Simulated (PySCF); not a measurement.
**Orbital energies, ionisation energy and electron affinity**

Compound: AlH (singlet state).
SMILES with atom numbers: `[AlH:1]` (hydrogens: H2 on Al1)

Level: wB97X-D/def2-SVPD (PySCF). Frontier orbitals with their largest atomic shares (Löwdin; up to four atoms above 4 %):

```csv
orbital,ε (eV),main atoms
HOMO−3,-76.23,Al1 100 %
HOMO−2,-76.01,Al1 100 %
HOMO−1,-12.19,"Al1 58 %, H2 42 %"
HOMO,-7.59,?
LUMO,-0.10,"Al1 90 %, H2 10 %"
LUMO+1,-0.10,"Al1 90 %, H2 10 %"
LUMO+2,1.77,"Al1 92 %, H2 8 %"
```

Question: What vertical ionisation energy does ΔSCF give, and how far is −ε(HOMO) from it?

Answer: ΔSCF: 8.23 eV (794 kJ/mol; threshold wavelength 151 nm); ⟨S²⟩ of the doublet left behind is 0.759, against 0.75 for a pure doublet. −ε(HOMO) is 7.59 eV, 0.64 eV below it. For the exact functional −ε(HOMO) would equal the first vertical ionisation energy; wB97X-D (range-separated hybrid) falls short of its own ΔSCF value by 8 %.

Question: On which atoms does the HOMO lie?

Answer: Al1 (aluminium bonded to H) 78 %, H2 (Al–H hydrogen) 22 %, so more than half of it is on one atom. The HOMO−1 lies 4.60 eV lower.

Question: And the vertical electron affinity, the fundamental gap, Mulliken's electronegativity and the hardness (with the factor ½)?

Answer: EA = -0.10 eV by ΔSCF (−ε(LUMO) = 0.10 eV); a negative value means that the added electron isn't bound at this geometry and level, and the number then depends on the basis. IE − EA = 8.33 eV against an orbital gap of 7.49 eV; (IE + EA)/2 = 4.07 eV; (IE − EA)/2 = 4.17 eV. Parr's electrophilicity index (IE + EA)²/[8(IE − EA)] is 0.99 eV.

Question: What kinetic energy would electrons from this vertical process carry with 118.2 nm light (10.49 eV)?

Answer: 10.49 − 8.23 = 2.26 eV.

Question: The lowest singlet excitation (vertical TDDFT, same level) lies at 2.88 eV. How far is it below IE − EA?

Answer: IE − EA = 8.33 eV, so by 5.45 eV.

Question: How many of the 10 lowest singlet excitations (vertical TDDFT, same level) lie below the ionisation energy?

Answer: All 10; they run from 2.88 to 7.92 eV.

Question: What total energies stand behind the ΔSCF value?

Answer: E(N) = -242.88660 Eh and E(N − 1) = -242.58421 Eh at the same geometry, 0.30239 Eh apart. With one more electron, E(N + 1) = -242.88281 Eh.

Isolated species at its PBE0-D3(BJ)/def2-SVP geometry, gas phase.

wB97X-D is run here without its empirical dispersion term; that term would change no orbital, density or response property at a fixed geometry.
